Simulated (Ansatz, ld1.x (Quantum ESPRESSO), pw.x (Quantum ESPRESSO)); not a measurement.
**Equation-of-state test of one TM potential (Tc)**

- Element: technetium
- Generator: ld1.x (Quantum ESPRESSO) 7.5
- Type: norm-conserving Troullier–Martins (Kleinman–Bylander form)
- Functional: PBEsol
- Relativity: scalar-relativistic
- Frozen core: [Kr]
- Valence charge: 7
- Reference configuration: 4d5 5s2 5p0
- Partial waves: 5s (bound): rc 2.15 bohr; 5p (bound, empty): rc 3.75 bohr; 4d (bound): rc 1.95 bohr
- Local potential: the d channel
- Core correction: a·sin(br)/r model core inside 1.90 bohr

Atomic tests: cutoffs needed: 40 Ry and 50 Ry (the cutoffs (Ry, on a coarse ladder) from which the occupation-weighted sum of valence levels, in a spherical-Bessel basis at the reference potential, stays within 10 and 1 mRy of its value at 400 Ry); ghost test: ghost states, extra bound levels that the all-electron valence spectrum of the same l lacks: s at -68.5 eV, p at -21.7 eV; a true bound ghost makes a file unfit for plane-wave use (spherical-Bessel basis up to 400 Ry, 20 bohr box); configuration tests: 1 of 7 tests not solved or not reliable.

Crystal test: bcc Tc in pw.x 7.5, no spin, 15³ k-points, Fermi–Dirac smearing 0.01 Ry, cutoffs 60/240 Ry. The reference is all-electron LAPW (Ansatz 0.2.0) with the same functional, mesh and smearing; V0 and B0 come from Birch–Murnaghan fits to the pressures at five volumes. Errors are pseudo minus all-electron; Δ is the rms difference of the E(V) curves that follow from these fits, minima aligned, over ±6 % about the mean V0. Mesh and smearing are coarse, so the numbers serve the comparison and aren't converged zero-temperature values; the lattice is a test structure that the element need not adopt.

All-electron: a0 = 3.051 Å (V0 = 14.20 Å³/atom), B0 = 316.6 GPa.

Q: How far does the potential miss the all-electron equation of state?

A: mean pressure error (GPa): +33.28. The pressure does not cross zero within the volumes sampled, so no fit is given. The largest radius (3.75 bohr) exceeds half the bond length (2.50 bohr), so the spheres overlap, which is one possible source of error among others. This is a poor potential for the solid. Note: ghost states, extra bound levels that the all-electron valence spectrum of the same l lacks: s at -68.5 eV, p at -21.7 eV. A true bound ghost makes a file unfit for plane-wave use. Atomic configuration tests: 1 of 7 tests not solved or not reliable.

```csv
V (Å³/atom),P all-electron (GPa),P pseudo (GPa)
13.494,18.26,54.61
13.849,8.52,43.32
14.204,0.02,33.29
14.559,-7.38,24.37
14.914,-13.82,16.42
```

Q: At the middle volume, how do free energy and pressure move when the wave cutoff is lowered (ecutrho kept at four times it)?

A:

```
cutoff (Ry)  shift of F (meV/atom)  shift of P (GPa)
         27                 +756.5            -36.75
         36                  +82.5             -2.82
         48                  +27.8             +1.22
```

Input at the middle volume:

```
&control
  calculation='scf', prefix='x', pseudo_dir='./', outdir='./tmp', tstress=.true., disk_io='none'
/
&system
  ibrav=0, nat=1, ntyp=1, ecutwfc=60, ecutrho=240, nbnd=11,
  occupations='smearing', smearing='fd', degauss=0.01
/
&electrons
  conv_thr=1e-09, mixing_beta=0.4, electron_maxstep=70
/
ATOMIC_SPECIES
Tc 1.0 Tc.UPF
CELL_PARAMETERS angstrom
  -1.52563353 1.52563353 1.52563353
  1.52563353 -1.52563353 1.52563353
  1.52563353 1.52563353 -1.52563353
ATOMIC_POSITIONS crystal
Tc 0.0000 0.0000 0.0000
K_POINTS automatic
15 15 15 0 0 0
```

```bash
pw.x < Tc.scf.in > Tc.scf.out
```

Lines of the output:

```
Message from routine setup:
     using ibrav=0 with symmetry is DISCOURAGED, use correct ibrav instead
     lattice parameter (alat)  =       4.9936  a.u.
     unit-cell volume          =      95.8533 (a.u.)^3
     number of electrons       =         7.00
     number of Kohn-Sham states=           11
     kinetic-energy cutoff     =      60.0000  Ry
     charge density cutoff     =     240.0000  Ry
     scf convergence threshold =      1.0E-09
     Exchange-correlation= PBESOL
     number of k points=   120  Fermi-Dirac smearing, width (Ry)=  0.0100
     iteration #  1     ecut=    60.00 Ry     beta= 0.40
     total energy              =     -29.77812798 Ry
     estimated scf accuracy    <      18.37664944 Ry
     iteration #  2     ecut=    60.00 Ry     beta= 0.40
     total energy              =     -34.15686159 Ry
     estimated scf accuracy    <       1.48660293 Ry
     iteration #  3     ecut=    60.00 Ry     beta= 0.40
     total energy              =     -33.90199576 Ry
     estimated scf accuracy    <       0.47148468 Ry
     iteration #  4     ecut=    60.00 Ry     beta= 0.40
     total energy              =     -33.86750013 Ry
     estimated scf accuracy    <       0.39549061 Ry
     iteration #  5     ecut=    60.00 Ry     beta= 0.40
     total energy              =     -34.01723535 Ry
     estimated scf accuracy    <       0.04287007 Ry
     iteration #  6     ecut=    60.00 Ry     beta= 0.40
     total energy              =     -34.00842490 Ry
     estimated scf accuracy    <       0.02759610 Ry
     iteration #  7     ecut=    60.00 Ry     beta= 0.40
     total energy              =     -34.00852479 Ry
     estimated scf accuracy    <       0.00617190 Ry
     iteration #  8     ecut=    60.00 Ry     beta= 0.40
     total energy              =     -34.00801811 Ry
     estimated scf accuracy    <       0.00252268 Ry
     iteration #  9     ecut=    60.00 Ry     beta= 0.40
     total energy              =     -34.00793611 Ry
     estimated scf accuracy    <       0.00075606 Ry
     iteration # 10     ecut=    60.00 Ry     beta= 0.40
     total energy              =     -34.00784075 Ry
     estimated scf accuracy    <       0.00025232 Ry
     iteration # 11     ecut=    60.00 Ry     beta= 0.40
     total energy              =     -34.00789253 Ry
     estimated scf accuracy    <       0.00000035 Ry
     iteration # 12     ecut=    60.00 Ry     beta= 0.40
     total energy              =     -34.00788262 Ry
     estimated scf accuracy    <       0.00002499 Ry
     iteration # 13     ecut=    60.00 Ry     beta= 0.40
     total energy              =     -34.00789010 Ry
     estimated scf accuracy    <       0.00000608 Ry
     iteration # 14     ecut=    60.00 Ry     beta= 0.40
     total energy              =     -34.00789144 Ry
     estimated scf accuracy    <       0.00000007 Ry
     iteration # 15     ecut=    60.00 Ry     beta= 0.40
     total energy              =     -34.00789141 Ry
     estimated scf accuracy    <       0.00000007 Ry
     iteration # 16     ecut=    60.00 Ry     beta= 0.40
     total energy              =     -34.00789142 Ry
     estimated scf accuracy    <          1.9E-09 Ry
     iteration # 17     ecut=    60.00 Ry     beta= 0.40
     the Fermi energy is    14.9501 ev
!    total energy              =     -34.00789142 Ry
     estimated scf accuracy    <          1.9E-11 Ry
     smearing contrib. (-TS)   =      -0.00340099 Ry
     The total energy is F=E-TS. E is the sum of the following terms:
     one-electron contribution =       2.54729785 Ry
     hartree contribution      =       4.23078532 Ry
     xc contribution           =      -9.85634883 Ry
     ewald contribution        =     -30.92622477 Ry
     convergence has been achieved in  17 iterations
          total   stress  (Ry/bohr**3)                   (kbar)     P=      332.88
     Message from routine punch:
     Nothing written, as per user request (disk_io='none')
```

The run at the middle volume (120 k-points, 17 iterations) took about 9.7 s on one core of a shared host (Intel(R) Xeon(R) 6975P-C, 192 threads, 378 GiB, load 88).
